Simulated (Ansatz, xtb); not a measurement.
CH3OS: which of two isomers lies lower

We compare I, `CS[O]`, a doublet, with II, `OC[S]`, a doublet. Both are isolated molecules in the gas phase, relaxed with B3LYP-D3(BJ)/def2-SVP; the shapes shown needn't be the lowest conformers.

I (Å):

```xyz
6

C    -0.3028   -0.2514   -0.3494
O     0.9613   -1.3436    1.7402
S    -0.1094   -0.2863    1.4671
H     0.6591    0.0186   -0.8097
H    -0.6171   -1.2462   -0.6981
H    -1.0683    0.4990   -0.5993
```

II (Å):

```yaml
atoms:
  - { symbol: C, position_ang: [-0.3462, -0.0084, -0.2540] }
  - { symbol: O, position_ang: [-1.6434, 0.4960, -0.2534] }
  - { symbol: S, position_ang: [-0.1428, -1.7614, -0.6318] }
  - { symbol: H, position_ang: [0.2444, 0.5810, -0.9768] }
  - { symbol: H, position_ang: [0.1694, 0.1046, 0.7287] }
  - { symbol: H, position_ang: [-2.2120, -0.1359, 0.2090] }
```

Q: Estimate E(II) − E(I) at the level CCSD(T)/def2-TZVP.

A: Calculated at CCSD(T)/def2-TZVP: E(II) − E(I) = +0.293 eV, so structure I lies lower.

How the difference moves with the method:

| level | geometry | E(II) − E(I) (eV) | departure from the last row (eV) | job, with rough time for the two |
| --- | --- | --- | --- | --- |
| GFN2-xTB | GFN2-xTB | +0.159 | −0.133 | optimisation, 0.17 s |
| HF/STO-3G | GFN2-xTB | −0.605 | −0.897 | single point, 0.38 s |
| r2SCAN-D4/def2-SVP | GFN2-xTB | −0.023 | −0.315 | single point, 6 s |
| B3LYP-D3(BJ)/def2-SVP | B3LYP-D3(BJ)/def2-SVP | −0.021 | −0.314 | optimisation, 47 s |
| HF/def2-TZVP | B3LYP-D3(BJ)/def2-SVP | −0.079 | −0.372 | part of the CCSD(T) run |
| MP2/def2-TZVP | B3LYP-D3(BJ)/def2-SVP | +0.171 | −0.121 | part of the CCSD(T) run |
| CCSD(T)/def2-TZVP | B3LYP-D3(BJ)/def2-SVP | +0.293 |  | single point, 1.7 min |

As drawn, II has 1 C–O, 1 O–H in place of 1 O–S, 1 C–H.

HF/STO-3G, r2SCAN-D4/def2-SVP, HF/def2-TZVP put the two in the other order. B3LYP-D3(BJ)/def2-SVP finds them nearly level. The largest departure from CCSD(T)/def2-TZVP is that of HF/STO-3G, 0.897 eV.

With harmonic frequencies from B3LYP-D3(BJ)/def2-SVP (ideal gas, rigid rotor, one conformer each, 298.15 K, 1 atm): on the last row, ΔE + ΔZPE = +0.334, ΔH = +0.326, ΔG = +0.345 eV.

Open shells are spin-unrestricted. The correlated steps freeze 7 core orbitals. Mirror images aren't counted in ΔG. Run with Ansatz 0.2.0, xtb 6.7.1; the last row on 1 thread of Arm Neoverse V1 on a shared host.
